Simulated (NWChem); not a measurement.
# C3H4O (cyclopropanone) at 5 levels

Wanted: a comparison of 5 runs (HF/STO-3G, HF/3-21G, PBE0/def2-SVP, MP2/6-31G*, CCSD(T)/6-311+G**) of C3H4O (cyclopropanone). 

The calculation is run with NWChem 7.3.0.

## 1. The system as given

The species is C3H4O (8 atoms), meant as a singlet with charge 0. SMILES: `O=C1CC1`. The shape is that of a PBE0-D4/def2-TZVP optimisation.

Bond lengths: O1–C2 1.191 Å, C2–C3 1.461 Å, C2–C4 1.461 Å, C3–C4 1.559 Å, C3–H5 1.085 Å, C3–H6 1.085 Å, C4–H7 1.085 Å, C4–H8 1.085 Å. Some angles: O1–C2–C3 147.8°, O1–C2–C4 147.8°, C3–C2–C4 64.5°, C2–C3–C4 57.8°, C2–C4–C3 57.8°, C2–C3–H5 118.8°, C2–C3–H6 118.8°, C4–C3–H5 117.6°, C4–C3–H6 117.6°, C2–C4–H7 118.8°.

## 2. Energy and forces at HF/STO-3G (run 1)

File c3h4o.nw:

```
start c3h4o
title "C3H4O"
memory 2200 mb

geometry noautosym nocenter noautoz
  O    -1.866360    0.508710    0.864370
  C    -0.817550    0.222830    0.378650
  C     0.531030    0.648400    0.010540
  C     0.011210   -0.796200   -0.261680
  H     0.656030    1.307070   -0.842670
  H     1.269970    0.777560    0.794590
  H    -0.199200   -1.069440   -1.290510
  H     0.414850   -1.598930    0.346710
end

basis spherical bse
  * library STO-3G
end

scf
  thresh 1e-08
  maxiter 80
end

task scf gradient
```

On the command line:

```console
$ nwchem c3h4o.nw > c3h4o.out
```

Standard output:

```text
[...]
  functions       =    24
[...]
  wavefunction    = RHF
[...]
         Total SCF energy =   -188.293036265433
      One-electron energy =   -473.328304183648
      Two-electron energy =    175.712544671623
 Nuclear repulsion energy =    109.322723246592
        Time for solution =      1.2s
[...]
                         RHF ENERGY GRADIENTS
    atom               coordinates                        gradient
                 x          y          z           x          y          z
   1 O      -3.526909   0.961323   1.633422    0.037566  -0.010238  -0.017399
   2 C      -1.544945   0.421088   0.715545   -0.009671   0.002635   0.004479
   3 C       1.003501   1.225298   0.019918   -0.011953   0.007007   0.006739
   4 C       0.021184  -1.504600  -0.494503   -0.014404   0.000173   0.005456
   5 H       1.239717   2.470004  -1.592415   -0.001091   0.001956  -0.002436
   6 H       2.399895   1.469375   1.501557    0.001005   0.000147   0.003154
   7 H      -0.376433  -2.020949  -2.438710   -0.001775   0.000065  -0.002787
   8 H       0.783953  -3.021540   0.655187    0.000323  -0.001746   0.002793
[...]
```

Run time: 2 s. Hardware: 1 thread of Intel Xeon 6975P-C (Granite Rapids), shared host; peak memory 0.1 GiB.

## 3. Energy and gradient at HF/3-21G (run 2)

File input.xyz:

```xyz
8

O     -1.866360     0.508710     0.864370
C     -0.817550     0.222830     0.378650
C      0.531030     0.648400     0.010540
C      0.011210    -0.796200    -0.261680
H      0.656030     1.307070    -0.842670
H      1.269970     0.777560     0.794590
H     -0.199200    -1.069440    -1.290510
H      0.414850    -1.598930     0.346710
```

File input.nw:

```
start input
memory total 2200 mb

geometry noautosym nocenter noautoz
  load input.xyz
end

basis spherical bse
  O library 3-21G
  C library 3-21G
  H library 3-21G
end

scf
  thresh 1e-08
  maxiter 80
end

task scf gradient
```

On the command line:

```console
$ nwchem input.nw > input.out
```

Standard output:

```text
[...]
  functions       =    44
[...]
  wavefunction    = RHF
[...]
         Total SCF energy =   -189.652762691035
      One-electron energy =   -473.420567860358
      Two-electron energy =    174.445081922731
 Nuclear repulsion energy =    109.322723246592
        Time for solution =      0.9s
[...]
                         RHF ENERGY GRADIENTS
    atom               coordinates                        gradient
                 x          y          z           x          y          z
   1 O      -3.526909   0.961323   1.633422    0.008514  -0.002319  -0.003945
   2 C      -1.544945   0.421088   0.715545   -0.002196   0.000597   0.001019
   3 C       1.003501   1.225298   0.019918   -0.012175  -0.011897   0.000711
   4 C       0.021184  -1.504600  -0.494503   -0.002198   0.015812   0.005935
   5 H       1.239717   2.470004  -1.592415    0.001238   0.005545  -0.006195
   6 H       2.399895   1.469375   1.501557    0.005769   0.001634   0.005893
   7 H      -0.376433  -2.020949  -2.438710   -0.001743  -0.002730  -0.007750
   8 H       0.783953  -3.021540   0.655187    0.002791  -0.006642   0.004330
[...]
```

Run time: 1.6 s. Hardware: 1 thread of Intel Xeon 6975P-C (Granite Rapids), shared host; peak memory 0.1 GiB.

Runs 3 to 4 aren't shown in full; the table further down has their settings and results.

## 4. A single-point energy at CCSD(T)/6-311+G(d,p) (run 5)

File run.nw:

```
start run
memory stack 880 mb heap 220 mb global 1100 mb

geometry units angstrom noautosym nocenter noautoz
   O    -1.866360    0.508710    0.864370
   C    -0.817550    0.222830    0.378650
   C     0.531030    0.648400    0.010540
   C     0.011210   -0.796200   -0.261680
   H     0.656030    1.307070   -0.842670
   H     1.269970    0.777560    0.794590
   H    -0.199200   -1.069440   -1.290510
   H     0.414850   -1.598930    0.346710
end

basis "ao basis" spherical bse
   * library 6-311+G**
end

scf
   thresh 1e-08
   maxiter 80
   print low
end

ccsd
   freeze core 4
   maxiter 60
end

task ccsd(t)
```

On the command line:

```console
$ nwchem run.nw > run.out
```

Standard output:

```text
[...]
  functions       =   112
[...]
  wavefunction    = RHF
[...]
         Total SCF energy =   -190.777063759821
      One-electron energy =   -475.110518249574
      Two-electron energy =    175.010731243161
 Nuclear repulsion energy =    109.322723246592
        Time for solution =     28.4s
[...]
 Total MP2 energy:           -191.396142443966056
[...]
             energy      energy      error      ampl     ampl      Block
                                                time     time      time
[...]
 Total CCSD energy:           -191.420883472248818
[...]
 Total CCSD+T(CCSD) energy:           -191.448508289408693
[...]
 Total CCSD(T) energy:                -191.446904518914891
[...]
```

Run time: 4.9 min. Hardware: 1 thread of Intel Xeon 6975P-C (Granite Rapids), shared host; peak memory 0.41 GiB.

## 5. Overview of the runs

| run | level | iteration cap | module | energy (Eh) | dipole moment (D) | HOMO energy (eV) | LUMO energy (eV) | wall time |
| --- | --- | --- | --- | --- | --- | --- | --- | --- |
| 1 | HF/STO-3G | 80 | scf | -188.293036 | 1.70 | -8.33 | 7.50 | 2 s |
| 2 | HF/3-21G | 80 | scf | -189.652763 | 2.99 | -10.37 | 3.86 | 1.6 s |
| 3 | PBE0/def2-SVP | 100 | dft | -191.522873 | 2.69 | -6.88 | -0.79 | 25 s |
| 4 | MP2/6-31G* (spherical functions) | 80 | mp2 | -191.274724 | 2.63 | -10.45 | 3.76 | 14 s |
| 5 | CCSD(T)/6-311+G** | 80 | ccsd(t) | -191.446905 | – | – | – | 4.9 min |

## 6. What came out

| quantity | value |
| --- | --- |
| run 5: total energy | -191.44690 Eh |
| run 5: correlation energy (4 core orbitals frozen) | -669.8 mEh |
| run 5: (T) correction | -26.02 mEh |

**Reading.** Over runs 1, 2, 3, 4 the dipole moment (its size) runs from 1.70 D (HF/STO-3G) to 2.99 D (HF/3-21G). Over runs 1, 2, 3 the HOMO–LUMO gap runs from 6.09 eV (PBE0/def2-SVP) to 15.82 eV (HF/STO-3G). The two ends differ in method and basis. In run 1 the basis is minimal, so the values are rough. All runs together took 5.6 min, the longest 4.9 min.
